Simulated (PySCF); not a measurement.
Species: C2H2ClN3.
Z-matrix (Å and degrees, PBE0-D3(BJ)/def2-SVP geometry), rows numbered from 1:
```
Cl
C   1  1.6969
C   2  1.3775  1  133.01
N   3  1.3551  2  107.65  1  -179.96
N   4  1.2900  3  109.84  2    -0.04
N   5  1.3314  4  107.50  3     0.04
H   3  1.0865  2  129.29  1    -0.03
H   6  1.0138  2  128.14  1    -0.09
```

Probes without a nucleus sit at each ring's centroid and 1 Å off its mean plane on both sides; NICS is minus the shielding there, NICSzz its component along the normal. Level: GIAO KT2/pcSseg-2 (PySCF, non-relativistic, gas phase) on the PBE0-D3(BJ)/def2-SVP geometry, one conformer.

Ring bond lengths (Å): C2–C3 1.378, C3–N4 1.355, N4–N5 1.290, N5–N6 1.331, N6–C2 1.352.

Problem. Give the NICS values of each ring in ppm.

Solution. 
| ring | type | NICS(0) | NICS(1), two faces | NICS(1)zz, two faces | rms pucker (Å) | centre to ring atoms, mean (Å) |
| --- | --- | --- | --- | --- | --- | --- |
| C2–C3–N4–N5–N6 | 5-membered ring with 3 N; formal bonds all aromatic | -12.6 | -10.9 / -10.9 | -31.1 / -31.1 | 0.00 | 1.14 |

Problem. What do they say, and how far can they be read as aromaticity?

Solution. 
- C2–C3–N4–N5–N6: mean NICS(1)zz -31.1 ppm, shielded. The ring is flat and has no four-coordinate atom; by the NICS criterion it is aromatic.

Problem. How equal are the bonds by HOMA? Use HOMA with the parameters of Krygowski (1993).

Solution. 
- C2–C3–N4–N5–N6: HOMA 0.96; the largest term is that of N5–N6, α(R − Ropt)² = 0.07. The geometric and the magnetic index point the same way.

Problem. What are the shieldings of the ring atoms and their hydrogens in the same run (means over atoms taken as equivalent)?

Solution. 
| atoms | environment | σ isotropic (ppm) |
| --- | --- | --- |
| C2 | aromatic C–Cl carbon | 56.4 |
| C3 | aromatic CH next to a ring nitrogen | 55.2 |
| N4 | pyridine-type nitrogen | -112.5 |
| N5 | pyridine-type nitrogen | -113.0 |
| N6 | pyrrole-type nitrogen | 16.8 |
| H7 | aromatic hydrogen | 23.80 |
| H8 | N–H hydrogen | 20.66 |

Problem. How do the values depend on the level or the medium?

Solution. 
```json
{"level": "KT2/pcSseg-2, gas", "NICS(0), C2–C3–N4–N5–N6": "-12.6", "mean NICS(1)zz, C2–C3–N4–N5–N6": "-31.1"}
{"level": "PBE0/pcSseg-1, gas", "NICS(0), C2–C3–N4–N5–N6": "-12.8", "mean NICS(1)zz, C2–C3–N4–N5–N6": "-31.8"}
{"level": "PBE0/pcSseg-1, IEF-PCM chloroform", "NICS(0), C2–C3–N4–N5–N6": "-12.8", "mean NICS(1)zz, C2–C3–N4–N5–N6": "-32.0"}
{"level": "PBE0/pcSseg-1, IEF-PCM tetrahydrofuran", "NICS(0), C2–C3–N4–N5–N6": "-12.8", "mean NICS(1)zz, C2–C3–N4–N5–N6": "-32.0"}
```

The geometry is the same throughout; the continuum's cavity takes Bondi-type radii × 1.2.

Time: 35 s; peak memory 0.78 GiB. Hardware: an AMD EPYC 7R43 with one thread, shared host. This is the whole shielding run at KT2/pcSseg-2, SCF included.
